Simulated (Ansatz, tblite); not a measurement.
# The cluster Li₃H₃−: rung by rung

How do method and basis change the picture of the cluster Li₃H₃− (doublet)?

The runs use Ansatz 0.2.0, Gaussian basis; as each input shows.

Plan: GFN1-xTB, GFN2-xTB, PBE-D4/def2-TZVPD, r2SCAN-D4/def2-TZVPD, HSE06-D4/def2-TZVPD, LC-ωPBE/def2-TZVPD, BLYP-D4/def2-TZVPD, B97M-V/def2-TZVPD, r2SCAN0-D4/def2-TZVPD, HF/def2-TZVPD, revPBE-D4/def2-TZVPD, PBE-D4/def2-SVPD, PBE0-D4/def2-SVPD, HF/6-31G, B3LYP-D4/6-31G, CCSD(T)/def2-TZVPPD, MP2/def2-TZVPD, RPA/def2-TZVPD.

1 further run of the same task is left out (set aside as unsound or not needed). Runs told in other sessions of the task aren't counted.

### 1 The geometry

The geometry is that of the doublet, from an earlier relaxation (PBE-D4/def2-TZVPD). At that level it is the lowest of the isomers that a small search found.

6 atoms, charge -1, spin multiplicity 2.

Bond lengths: Li1–Li2 3.039 Å, Li1–Li3 2.447 Å, Li1–H4 1.764 Å, Li1–H6 1.775 Å, Li2–Li3 2.447 Å, Li2–H4 1.764 Å, Li2–H5 1.775 Å, Li3–H5 1.787 Å, Li3–H6 1.787 Å. Angles: Li2–Li1–Li3 51.6°, Li2–Li1–H4 30.5°, Li2–Li1–H6 96.1°, Li3–Li1–H4 53.0°, Li3–Li1–H6 46.8°, H4–Li1–H6 98.3°, Li1–Li2–Li3 51.6°, Li1–Li2–H4 30.5°, Li1–Li2–H5 96.1°, Li3–Li2–H4 53.0°, Li3–Li2–H5 46.8°, H4–Li2–H5 98.3°, Li1–Li3–Li2 76.8°, Li1–Li3–H5 119.9°, Li1–Li3–H6 46.4°, Li2–Li3–H5 46.4°, Li2–Li3–H6 119.9°, H5–Li3–H6 146.0° and more.

Geometry (Å):

```xyz
6

Li    0.1204   -1.7619    0.1421
Li    0.0049    0.7087   -1.6240
Li   -0.0928    0.5800    0.8178
H    -0.8286   -0.5093   -0.6587
H     0.3327    1.8804   -0.3317
H     0.4635   -0.8980    1.6545
```

The ion is computed in the gas phase, without counter-ions or solvent.

PBE0-D4/def2-TZVPD was run before; its log isn't repeated, and its numbers join the tables.

### 2 GFN1-xTB

Tight binding, by tblite at 300 K electronic temperature and without a spin-polarisation term:

```python
tblite.interface.Calculator('GFN1-xTB', numbers, positions, charge=-1, uhf=1).singlepoint()
```

Energy -83.2389 eV; 0.002 s.

### 3 GFN2-xTB

Tight binding, by tblite at 300 K electronic temperature and without a spin-polarisation term:

```python
tblite.interface.Calculator('GFN2-xTB', numbers, positions, charge=-1, uhf=1).singlepoint()
```

Energy -67.8274 eV; 0.002 s.

### 4 PBE-D4/def2-TZVPD

start.molden holds the orbitals of an earlier run on this state, given as this run's starting guess.

The input, in.yaml:

```yaml
crystal:
  periodic: [false, false, false]
  atoms:
    - {symbol: Li, position_ang: [0.120371, -1.761872, 0.142091]}
    - {symbol: Li, position_ang: [0.004896, 0.708726, -1.624020]}
    - {symbol: Li, position_ang: [-0.092756, 0.580016, 0.817850]}
    - {symbol: H, position_ang: [-0.828639, -0.509252, -0.658709]}
    - {symbol: H, position_ang: [0.332666, 1.880408, -0.331688]}
    - {symbol: H, position_ang: [0.463452, -0.898026, 1.654486]}
basis:
  gaussian: {orbitals: def2-TZVPD, initial_orbitals: start.molden}
total_charge: -1
magnetization: {spin_polarized: true, initial_magnetization: 1}
hamiltonian: {xc: pbe, dispersion: d4}
scf: {omitted_lower_state_checks: [starts]}
output: {orbitals: {seedname: orbitals}}
```

Started as:

```console
ansatz run in.yaml --threads 4 --pin off --events-out ev --progress --plain --max-ram 3916MiB
```

The runs that follow: r2SCAN-D4/def2-TZVPD; HSE06-D4/def2-TZVPD; LC-ωPBE/def2-TZVPD; BLYP-D4/def2-TZVPD; B97M-V/def2-TZVPD; r2SCAN0-D4/def2-TZVPD; HF/def2-TZVPD; revPBE-D4/def2-TZVPD; PBE-D4/def2-SVPD; PBE0-D4/def2-SVPD; HF/6-31G; B3LYP-D4/6-31G; CCSD(T)/def2-TZVPPD; MP2/def2-TZVPD; RPA/def2-TZVPD.

Q: Predict the results of all the runs planned. Wanted: gap in def2-TZVPD, named functionals and Hartree-Fock, smallest and largest; correlation energy, CCSD(T)/def2-TZVPPD; correlation energy, MP2/def2-TZVPD; ⟨S²⟩ in def2-TZVPD, named functionals and Hartree-Fock, smallest and largest; PBE0 total energy, smallest basis above largest.

As calculated:

| quantity | value |
| --- | --- |
| gap in def2-TZVPD, named functionals and Hartree-Fock, smallest and largest | 0.18 eV (B97M-V), 3.12 eV (LC-ωPBE) |
| correlation energy, CCSD(T)/def2-TZVPPD | -6.12 eV |
| correlation energy, MP2/def2-TZVPD | -4.64 eV |
| ⟨S²⟩ in def2-TZVPD, named functionals and Hartree-Fock, smallest and largest | 0.750, 0.752 |
| PBE0 total energy, smallest basis above largest | 0.50 eV (def2-SVPD, def2-TZVPD) |

In words: Over the named functionals and Hartree-Fock in def2-TZVPD the gap runs from 0.18 eV (B97M-V) to 3.12 eV (LC-ωPBE); exact exchange widens it. PBE-D4, revPBE-D4, BLYP-D4, r2SCAN-D4, B97M-V, PBE0-D4, r2SCAN0-D4, HSE06-D4 put the HOMO above zero; others here keep it below zero, so the sign hangs on the functional's self-interaction and doesn't show that the species is unbound.
